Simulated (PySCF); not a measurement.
Geometry:
```csv
atom,x (Å),y (Å),z (Å)
C1,1.175,0.398,-0.842
C2,0.673,0.840,0.294
O3,-0.475,0.418,0.926
C4,-1.093,-0.687,0.456
F5,-2.007,-1.062,1.359
F6,-1.774,-0.444,-0.693
H7,0.714,-0.365,-1.444
H8,2.087,0.821,-1.219
H9,1.123,1.628,0.879
H10,-0.415,-1.541,0.261
```

- J couplings at B3LYP/pcJ-1 (spin–dipole term only in couplings to heteroatoms)
- coordinates at the GFN2-xTB level
- PBE0/pcSseg-1 with gauge-including orbitals
- code: PySCF
- one averaged value for each set of equivalent atoms, a single conformation, no solvent model, non-relativistic

Predict the 2D correlation tables (HSQC, COSY, HMBC).

Answers



HSQC (one-bond C–H):
```
        δH          δC  ¹J(C,H) (Hz)
6.64 (H10)  122.0 (C4)           219
 6.64 (H9)  154.1 (C2)           200
 4.67 (H8)   97.0 (C1)           172
 4.64 (H7)   97.0 (C1)           164
```

COSY cross peaks (|J| ≥ 2 Hz):
```
       δH         δH  abs. J (Hz)  bonds
6.64 (H9)  4.67 (H8)          8.8      3
6.64 (H9)  4.64 (H7)         16.3      3
4.67 (H8)  4.64 (H7)          5.1      2
```

HMBC (two and three bonds, |J| ≥ 2.5 Hz):
```
       δH                   δC [abs. J in Hz]
6.64 (H9)  122.0 (C4) [10.0], 97.0 (C1) [8.7]
4.67 (H8)                    154.1 (C2) [7.7]
4.64 (H7)                    154.1 (C2) [5.7]
```

Scale: ¹H (31.72 ppm), ¹³C (186.93 ppm) vs TMS (reference shieldings calculated alike).

Short H···H contacts in this conformer between protons four or more bonds apart (candidates for NOE cross peaks, intensity ∝ r⁻⁶): H7···H10 2.36 Å.

Common functionals overestimate the size of one-bond C–F couplings by tens of Hz; these are unscaled. Unscaled 3J(H,H) at this level run about 10 % above measured values. Shifts are as computed. Against solution values, carbons near 30 ppm lie about +3 ppm off and those near 130 ppm about +5 ppm. Of 1211 compounds with measured shifts, 218 miss one by over three times the rms of a fit or turn the order of signals round; such compounds aren't used in these exercises.
